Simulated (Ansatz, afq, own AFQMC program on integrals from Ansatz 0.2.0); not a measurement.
## Where AFQMC and coupled cluster stand for CH$_{2}$Ge, triplet

```xyz
4

Ge    0.0000    0.0000    5.2290
C     0.0000    0.0000   -1.3410
H     0.0000    0.9089   -1.9440
H     0.0000   -0.9089   -1.9440
```

Connectivity, by distances: Ge ··· CH2.

Basis cc-pVDZ. Only valence electrons are correlated. Integrals, coupled cluster, full CI and functionals: Ansatz 0.2.0; the random walks run on the same integrals in our own AFQMC program. ph-AFQMC/CISD is guided by a CISD state made of CCSD amplitudes; releasing the constraint for a short imaginary time cuts its bias at the price of noise, slowly where states lie close. Uncertainties: one standard error, sampling alone. No spin–orbit coupling.

Determinant: ROHF, the one that the program's search chose, which needn't be the lowest solution. The geometry is a point of a scan.

No full CI on the walks' own integrals is used here; CCSDT(Q) serves as the reference and is uncertain by about the last step of the cluster series.

Cautions: no relativity below Rb; no spin-orbit coupling; inner d shell frozen; lower spins were not checked; higher spins were not checked; a spin-contaminated unrestricted determinant lies lower (UHF 843 meV lower, ⟨S²⟩ 3.04); the released energies are still falling, so no released level is given (meV from the phaseless value at times in 1/Eh: 0 ± 16 at 0.24, 11 ± 13 at 0.51, -35 ± 18 at 0.99, -55 ± 21 at 1.62, -71 ± 28 at 2.40); CCSDT(Q) on the UHF determinant differs (479 meV lower), perhaps since the unrestricted series falls towards higher spin.

- T1 diagnostic: 0.0138
- weight of the determinant in the CISD state: 0.874
- size of the correlated space: 10 electrons in 36 orbitals

```tsv
level	correlation energy (eV)
MP2	-4.1401
CCSD	-5.3330
CCSD(T)	-5.4340
```

Question: Estimate where phaseless AFQMC with a CISD trial lies against CCSD(T) on the same integrals.

Answer: 2.3 ± 1.4 kJ/mol below CCSD(T). The gap is under twice the noise, so this walk alone can't tell the two apart.

Reference: CCSDT(Q), correlation energy -5.469 eV.

```
        level  E − E(reference) (kJ/mol)  share of correlation (%)
      CCSD(T)                        3.4                     99.36
        CCSDT                        0.5                     99.90
ph-AFQMC/CISD                  1.1 ± 1.4                     99.79
```

A walk keeps the symmetry of its determinant, which the program's search chose and which needn't be the lowest solution, so a lower state of the same spin and another symmetry isn't excluded.
